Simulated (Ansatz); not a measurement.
Relaxation of AlClH$_{2}$O (5 atoms, charge 0, multiplicity 1), to a largest force component of 0.02 eV/Å in at most 50 steps.

These are results of Ansatz, RKS PBE/def2-SVP, not measurements.

```xyz
5
Properties=species:S:1:pos:R:3
O -1.030 0.045 -0.963
Al 0.431 0.098 0.062
Cl 1.306 -1.806 0.703
H -1.751 0.109 -0.327
H 1.094 1.481 0.483
```

Task: Where does it end, and by what steps?

Result: The run converged. After 11 steps the energy has fallen by 0.365 eV; H4 moved furthest, 0.57 Å.

| step | energy less start (eV) | largest force component (eV/Å) | accepted |
| --- | --- | --- | --- |
| 0 | 0.0000 | 1.602 | yes |
| 1 | -0.1000 | 0.865 | yes |
| 2 | -0.1491 | 0.758 | yes |
| 3 | -0.1738 | 1.289 | yes |
| 4 | -0.1302 | 2.591 | no |
| 5 | -0.2162 | 0.720 | yes |
| 6 | -0.2752 | 0.502 | yes |
| 7 | -0.3405 | 0.382 | yes |
| 8 | -0.3646 | 0.038 | yes |
| 9 | -0.3651 | 0.069 | yes |
| 10 | -0.3654 | 0.028 | yes |
| 11 | -0.3654 | 0.003 | yes |

```xyz
5
Properties=species:S:1:pos:R:3
O -1.118 0.381 -0.520
Al 0.444 0.173 0.144
Cl 1.143 -1.753 0.680
H -1.750 -0.338 -0.684
H 1.331 1.463 0.338
```

Time of the run: 8.2 s on 1 CPU thread of a shared host.
